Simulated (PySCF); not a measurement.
## H2S: breathing scan

Method: PySCF, wB97X, basis S def2-TZVP, H def2-TZVP (no relativity, density fitting).

Rigid scan from the singlet minimum (S–H 1.337 Å (×2); H–S–H 92.7°). Coordinate: all bonds to the central atom scaled together. Energies in kJ/mol from the minimum.

```
scale of all bonds to the centre  E (kJ/mol)  dipole size (D)
                            0.88        91.6             1.17
                            0.92        36.9             1.18
                            0.96         8.4             1.18
                            1.00         0.0             1.19
                            1.04         7.0             1.18
                            1.08        25.6             1.18
                            1.14        69.2             1.17
                            1.22       145.7             1.14
                            1.35       290.9             1.09
```

At long bonds a restricted determinant can lie too high, and another spin state can fall below this curve.

Other isomers or separated fragments may lie lower.
